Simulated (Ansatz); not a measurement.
# C2H5N: the cost of one run

Program: Ansatz 0.2.0. Level of theory: RKS r2SCANh-D4/def2-SVP. These are calculated values, not measurements.

**1. The starting structure**

Bond lengths: C1–C2 1.281 Å, C2–N3 1.346 Å, C1–H4 1.030 Å, C1–H5 1.144 Å, C2–H6 1.107 Å, N3–H7 0.993 Å, N3–H8 1.090 Å. Angles: C1–C2–N3 123.5°, C1–C2–H6 121.6°, N3–C2–H6 115.0°, C2–C1–H4 124.7°, C2–C1–H5 120.4°, H4–C1–H5 114.9°, C2–N3–H7 117.6°, C2–N3–H8 112.3°, H7–N3–H8 109.8°.

Coordinates:

```xyz
8

C    -0.9109    0.3921   -0.5390
C     0.1445    0.3684    0.1875
N     0.7091   -0.7665    0.6390
H    -1.4259   -0.4436   -0.8523
H    -1.3557    1.3890   -0.8821
H     0.6644    1.2989    0.4847
H     0.4745   -1.6126    0.1760
H     1.7921   -0.6828    0.7304
```

**2. End point A**

File input.yaml:

```yaml
crystal:
  periodic: [false, false, false]
  atoms:
    - { symbol: C, position_ang: [-0.9109, 0.3921, -0.539] }
    - { symbol: C, position_ang: [0.1445, 0.3684, 0.1875] }
    - { symbol: "N", position_ang: [0.7091, -0.7665, 0.639] }
    - { symbol: H, position_ang: [-1.4259, -0.4436, -0.8523] }
    - { symbol: H, position_ang: [-1.3557, 1.389, -0.8821] }
    - { symbol: H, position_ang: [0.6644, 1.2989, 0.4847] }
    - { symbol: H, position_ang: [0.4745, -1.6126, 0.176] }
    - { symbol: H, position_ang: [1.7921, -0.6828, 0.7304] }
basis:
  gaussian: { orbitals: def2-SVP }
hamiltonian:
  xc: r2scanh
  dispersion: d4
relax:
  f_tol: 0.015
  max_steps: 40
output:
  orbitals: {}
```

Run with:

```bash
$ ansatz run input.yaml --threads 1 --pin off --max-ram 2048MiB --backend cpu --events-out ev --progress --plain --runs-dir out
```

**Question.** How long does this run take on 1 thread of Arm Neoverse V1, shared host, and how much memory does it need?

About 25 s, with a peak of 0.13 GiB.
